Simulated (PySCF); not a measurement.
Electron detachment from hydrazide

Parent: hydrazide, `[NH-]N` ([H3N2]-). Coordinates in Å; atoms count from 1 in this order:
```
N     0.8363   -0.2309    0.4211
N    -0.4102    0.1202   -0.2461
H     1.4881   -0.3288   -0.3673
H    -0.7617    1.0028    0.1424
H    -1.1350   -0.5578    0.0156
```

Level of theory: B3LYP-D3(BJ)/ma-def2-TZVP single points in PySCF, grid level 2; every species was optimised with PBE0-D3(BJ)/ma-def2-SVP. Thermal corrections: PBE0-D3(BJ)/ma-def2-SVP frequencies, unscaled, ideal gas at 298.15 K and 1 bar, quasi-RRHO entropy.

Frontier levels of the parent: HOMO 1.80 eV, LUMO 4.35 eV.

Oxidation to the radical:
| Quantity | Value |
| --- | --- |
| Vertical detachment energy (electronic) | 0.54 eV |
| Adiabatic detachment energy (with zero-point energy) | -0.30 eV |
| Adiabatic, electronic part | -0.35 eV |
| Vertical gap at the product's structure | -1.17 eV |
| Inner reorganisation energy (four-point) | 1712 meV |
| Relaxation of product / of parent | 886 / 825 meV |
| ⟨S²⟩ of the product | 0.755 |
| Largest spin populations | N1 0.73, N2 0.30 |
| Largest changes of atomic charge | N1 0.58, N2 0.20, H (on N2) 0.09 |
| Distances that move most (Å) | N1–N2 1.457 → 1.332; N2–H 1.026 → 1.013; N2–H 1.026 → 1.018 |

Known limits: the parent anion holds its electron weakly or not at all, so the values hang on the basis.

Structures, frequencies and single points took 34 s of wall time on 1 thread of Intel Xeon 6975P-C (shared host), launched as `OMP_NUM_THREADS=1 python redox_run.py task.json out`.
